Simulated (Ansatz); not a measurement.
# A ladder of methods for [AlH4]− (SMILES [H][Al-]([H])([H])[H])

The species is [AlH4]− (5 atoms), meant as a singlet with charge -1. SMILES: `[H][Al-]([H])([H])[H]`. The shape comes from GFN2-xTB, which is rough for such elements, and wasn't checked as a minimum.

```xyz
5

Al   -0.0014   -0.0011    0.0000
H     0.0129   -0.0193    1.6271
H     1.5300    0.0130   -0.5529
H    -0.7739    1.3341   -0.5201
H    -0.7675   -1.3267   -0.5541
```

Quantity: the energy change with the Al1–H2 bond stretched from 1.627 to 4.068 Å, in eV. The values are calculated.

```tsv
level	kind	program	value (eV)	CPU time (all runs)
PBE/6-31G (restricted)	GGA	Ansatz	2.99	2 s
revPBE/6-31G (restricted)	GGA	Ansatz	2.91	2 s
r2SCAN/6-31G (restricted)	meta-GGA	Ansatz	3.20	4.4 s
BHLYP/6-31G (restricted)	global hybrid	Ansatz	3.54	2.1 s
r2SCAN0/6-31G (restricted)	hybrid meta-GGA	Ansatz	3.45	4.4 s
HSE06/6-31G (restricted)	range-separated hybrid	Ansatz	3.30	2.6 s
CCSDT/6-31G (restricted)	coupled cluster or CI	Ansatz	2.87	0.85 s
CCSDTQ/6-31G (restricted)	coupled cluster or CI	Ansatz	2.87	10 s
FCI/3-21G	exact in the basis	Ansatz	2.99	23 s
```

Sets without diffuse functions describe the anion poorly. The first shape isn't each level's own minimum. The values span 2.87 to 3.54 eV. The coupled-cluster rows rest on a doubtful reference here (large T1 or Brueckner and Hartree–Fock orbitals at odds), and rows may lie in different states. All rows use very small basis sets, so none should be taken for the real molecule's value. CPU times are rough (shared hosts, several kinds of processor): they show what a rung costs within a factor of a few.
